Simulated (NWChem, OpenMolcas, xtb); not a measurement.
# How methods differ on C4H5N (SMILES c1cc[nH]c1)

The species is C4H5N (10 atoms), meant as a singlet with charge 0. SMILES: `c1cc[nH]c1`. Geometry: relaxed at PBE0-D4/def2-TZVP.

Quantity: the dipole moment, in D. The values are calculated.

**What was measured.** NIST CCCBDB; in doubt: it may belong to another isomer, state or phase gives the dipole moment of the gas as 1.84 D.

```json
{"level": "GFN2-xTB", "kind": "semi-empirical", "program": "xtb", "value (D)": "2.09", "computed − measured": "+0.25"}
{"level": "HF/def2-SVP", "kind": "Hartree–Fock", "program": "NWChem", "value (D)": "2.02", "computed − measured": "+0.18"}
{"level": "SVWN5/def2-SVP", "kind": "LDA", "program": "NWChem", "value (D)": "2.06", "computed − measured": "+0.22"}
{"level": "revPBE/def2-SVP", "kind": "GGA", "program": "NWChem", "value (D)": "2.03", "computed − measured": "+0.19"}
{"level": "M06-L/def2-SVP", "kind": "meta-GGA", "program": "NWChem", "value (D)": "2.00", "computed − measured": "+0.16"}
{"level": "r2SCAN/def2-SVP", "kind": "meta-GGA", "program": "OpenMolcas", "value (D)": "2.03", "computed − measured": "+0.19"}
{"level": "B3LYP/def2-SVP", "kind": "global hybrid", "program": "NWChem", "value (D)": "2.02", "computed − measured": "+0.18"}
{"level": "wB97X/def2-SVP", "kind": "range-separated hybrid", "program": "NWChem", "value (D)": "2.06", "computed − measured": "+0.22"}
```

Nearest: M06-L/def2-SVP (+0.16 D); farthest: GFN2-xTB (+0.25 D). The measured dipole is a vibrational average, so differences of a few hundredths of a debye mean little. Computed less measured by kind, in D (def2-SVP rows): semi-empirical +0.25; Hartree–Fock +0.18; LDA +0.22; GGA +0.19; meta-GGA +0.16 to +0.19; global hybrid +0.18; range-separated hybrid +0.22. Magnitudes only.
